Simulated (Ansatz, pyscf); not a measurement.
PH₃ + O [triplet] → PH₂• + OH•, a hydrogen abstraction on the triplet surface: H–P broken, H–O formed. PySCF, gas phase, ωB97X-D3(BJ)/def2-SVP geometries. Wave-function energies: Ansatz (an electronic-structure program), frozen core, RHF or UHF references. In kJ/mol, from the separated reactants.

Cost: rough CPU time of the saddle's run relative to CCSD(T)/cc-pV(D+d)Z, from one job on a shared machine, with the HF step and its search for lower states.

```csv
level,barrier,reaction energy,cost
B3LYP-D3(BJ)/def2-TZVP,-13.59,-83.78,–
PBE0-D3(BJ)/def2-TZVP,-8.00,-82.00,–
CCSD(T)/cc-pV(D+d)Z,36.43,-49.54,1
CCSDT(Q)/cc-pV(D+d)Z,34.89,-50.11,12
CCSD(T)/cc-pV(T+d)Z,25.45,-71.12,6
CCSD(T)/cc-pV(Q+d)Z,20.86,-77.16,–
```

In cc-pV(D+d)Z, going from CCSD(T) to CCSDT(Q) shifts the barrier by -1.54 and the reaction energy by -0.57 kJ/mol. With HF in the quadruple-zeta basis and the correlation energy extrapolated as X⁻³ from X = 3, 4, CCSD(T) gives 17.35 and -79.96; adding the double-zeta shift gives ΔE‡ = 15.81 and ΔE = -80.52 kJ/mol, without core correlation, relativity or geometry relaxation at these levels. At B3LYP-D3(BJ), PBE0-D3(BJ) this geometry lies under the reactants; that is no barrier but a single point on another level's saddle; such a level's own saddle, if it has one, lies nearer that side and is low. PH₂• + OH• also meet on a surface of lower spin, which isn't treated here. One saddle was located; it need not be the lowest between these sides. The angle at the transferred H is 143°. The CCSD(T) − MP2 part came from Ansatz, without density fitting, on the same reference. Left out: the spin-orbit lowering of OH, O.
